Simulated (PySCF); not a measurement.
Gas-phase reaction: 3 SiH2F2 ⇌ c-Si3H6 + 3 F2

Energies from PySCF, thermal terms from the rigid-rotor harmonic-oscillator model, ideal gas at 1 bar. † marks an energy on the PBE0/def2-TZVP geometry and frequencies; other levels use their own. CCSD(T) freezes the core. All species are closed-shell singlets. c-Si3H6: computed as isolated molecules; such fragments, hydroxides, amides, oligomers or adducts are transient or little studied in the gas. CCSD(T) isn't extrapolated to the basis-set limit.

CCSD(T)/def2-SVP† gives ΔH°(298 K) = 2409 kJ.

Problem. What do PBE0/def2-SVP†, BLYP/def2-TZVP†, PBE0/def2-TZVP give?

Solution. PBE0/def2-SVP†: 2355 kJ; BLYP/def2-TZVP†: 2433 kJ; PBE0/def2-TZVP: 2479 kJ. For scale, ΔH°(298 K) is 2409 kJ at this level, 2556 kJ at ωB97M-V/def2-TZVP†, and runs from 2256 to 2794 kJ over the 20 levels computed.
